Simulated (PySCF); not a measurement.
A small calculation by hand: chemical shift, span and skew from a shielding tensor

propane (C3H8), SMILES CCC. Atoms are numbered in the order given.

```xyz
11

C      1.2736     0.0000     0.2592
C      0.0000     0.0000    -0.5856
C     -1.2736     0.0000     0.2592
H      2.1787     0.0000    -0.3690
H      1.3177     0.8890     0.9107
H      1.3177    -0.8890     0.9107
H      0.0000    -0.8811    -1.2510
H      0.0000     0.8811    -1.2510
H     -2.1787     0.0000    -0.3690
H     -1.3177    -0.8890     0.9107
H     -1.3177     0.8890     0.9107
```
Charge 0, spin multiplicity 1.

Geometry optimised at ωB97X-D3(BJ)/def2-SVP.

GIAO shieldings from PySCF with PBE/pcSseg-1, non-relativistic, no solvent. The symmetric part of the tensor of C2 has the principal values 152.2, 159.1, 162.7 ppm. The same nucleus in TMS has σ = 182.0 ppm at this level (PySCF, at its B3LYP-D3(BJ)/def2-TZVP geometry).

Work out the isotropic shielding, the ¹³C shift against TMS, the span and the skew.


σ(iso) = (σ11 + σ22 + σ33)/3 = 158.0 ppm. δ = σ(ref) − σ(iso) = 182.0 − (158.0) = 24.0 ppm.
Span Ω = σ33 − σ11 = 10.5 ppm. Skew κ = 3(σ(iso) − σ22)/Ω = -0.31. Tumbling in solution averages the tensor to δ; in a static solid the shielding alone would spread this spin-1/2 line over Ω.
